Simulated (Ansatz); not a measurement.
# SiSn2: the cost of one run

Program: Ansatz 0.2.0, Gaussian basis. Level of theory: the settings change from run to run. These are calculated values, not measurements.

**1. The geometry**

The geometry comes from an earlier relaxation with r2SCAN-D4 in a triple-zeta def2 set; it is a stationary point. Sn takes a core potential in def2 sets; no spin-orbit term is included.

3 atoms, charge -1, spin multiplicity 2.

Atoms are counted from 1 here; the program's logs count them from 0.

Bond lengths: Si1–Sn2 2.507 Å, Si1–Sn3 2.509 Å. Angles: Sn2–Si1–Sn3 72.5°.

**2. PBE0/ANO-RCC-VTZP**

Set apart from the defaults: a point charge of 0.50 e beside it, D3(BJ) with three-body dispersion.

The input, in.yaml:

```yaml
crystal:
  periodic: [false, false, false]
  atoms:
    - {symbol: Si, position_ang: [1.247122, -0.477466, 0.185633]}
    - {symbol: Sn, position_ang: [-1.073312, -1.107705, -0.525016]}
    - {symbol: Sn, position_ang: [-0.173810, 1.585161, 0.339383]}
basis:
  gaussian: {orbitals: ANO-RCC-VTZP, point_charges: [{charge: 0.50, position_ang: [4.988, -0.105, -0.775]}]}
total_charge: -1
magnetization: {spin_polarized: true, initial_magnetization: 1}
hamiltonian: {xc: {name: PBE0}, dispersion: d3bjatm}
scf: {omitted_lower_state_checks: [starts]}
```

On the command line:

```
> ansatz run in.yaml --threads 4 --pin off --events-out ev --progress --plain --max-ram 3916MiB
```

What time and memory should one allow on 4 threads of Intel Xeon 6975P-C, shared host?

About 8.5 s, with a peak of 0.88 GiB.
